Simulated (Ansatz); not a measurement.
BH2Et (C2H7B). Charge 0, multiplicity 1. Geometry PBE-D4/def2-TZVP; atoms count from 1.

Cartesian coordinates in Å:
```
B 0.938 0.959 -0.335
H 0.942 1.943 0.362
H 1.994 0.536 -0.732
C -0.381 0.175 -0.590
C -0.441 -0.809 0.617
H -0.378 -0.414 -1.520
H -1.285 0.801 -0.575
H -1.340 -1.438 0.551
H 0.431 -1.480 0.643
H -0.480 -0.274 1.578
```

Estimate the Mulliken populations from the PBE0/def2-TZVP orbitals of Ansatz.


| atom | charge (e) |
| --- | --- |
| B1 | -0.03 |
| H2 | 0.01 |
| H3 | 0.01 |
| C4 | -0.22 |
| C5 | -0.40 |
| H6 | 0.11 |
| H7 | 0.11 |
| H8 | 0.14 |
| H9 | 0.13 |
| H10 | 0.13 |
Mulliken values depend strongly on the basis.

And the Mayer bond orders between heavy atoms (over 0.3)?

B1–C4 1.05 (1.56 Å); C4–C5 0.95 (1.56 Å).
